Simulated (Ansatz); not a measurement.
Reaction: SiNH2F3 (SMILES F[Si](F)(N)F) → NH2 (SMILES [NH2], doublet) + SiF3 (SMILES F[Si](F)F, doublet) (the N-Si bond breaks)
Each species at its own B3LYP-D3(BJ)/def2-TZVP minimum (Ansatz, an electronic-structure program), one conformer.

Total energies in hartree (Ansatz). Radicals and triplets start from unrestricted determinants; spin-orbit coupling is neglected. Cores are frozen in correlated methods. No relativity.

```tsv
species	HF/cc-pV(T+d)Z	CCSD(T)/cc-pV(T+d)Z	HF/cc-pV(Q+d)Z	CCSD(T)/cc-pV(Q+d)Z	CCSD(T)/cc-pV(D+d)Z	CCSDT(Q)/cc-pV(D+d)Z
1: SiNH2F3 (SMILES N[Si](F)(F)F)	-643.28682	-644.40440	-643.32523	-644.53773	-643.96722	-643.96973
2: NH2 (SMILES [NH2], doublet)	-55.58579	-55.79359	-55.59045	-55.81078	-55.73272	-55.73328
3: SiF3 (SMILES F[Si](F)F, doublet)	-587.54784	-588.41650	-587.58229	-588.53019	-588.05106	-588.05313
```

Question: Work out the bond dissociation energy (electronic) in kJ/mol: take Hartree-Fock from cc-pV(Q+d)Z, extrapolate the CCSD(T) correlation energy as X^-3 (X = 3, 4), and add CCSDT(Q) - CCSD(T) in cc-pV(D+d)Z. 1 hartree = 2625.5 kJ/mol.

Answer: 
Species 1: correlation (64·(-1.21250) - 27·(-1.11758))/37 = -1.28177; step -0.00251; E1 = -643.32523 + (-1.28177) + (-0.00251) = -644.60951
Species 2: correlation (64·(-0.22033) - 27·(-0.20780))/37 = -0.22947; step -0.00056; E2 = -55.59045 + (-0.22947) + (-0.00056) = -55.82048
Species 3: correlation (64·(-0.94790) - 27·(-0.86866))/37 = -1.00572; step -0.00207; E3 = -587.58229 + (-1.00572) + (-0.00207) = -588.59008
-1·E1 +1·E2 +1·E3 = 0.19895 hartree = 522.3 kJ/mol.
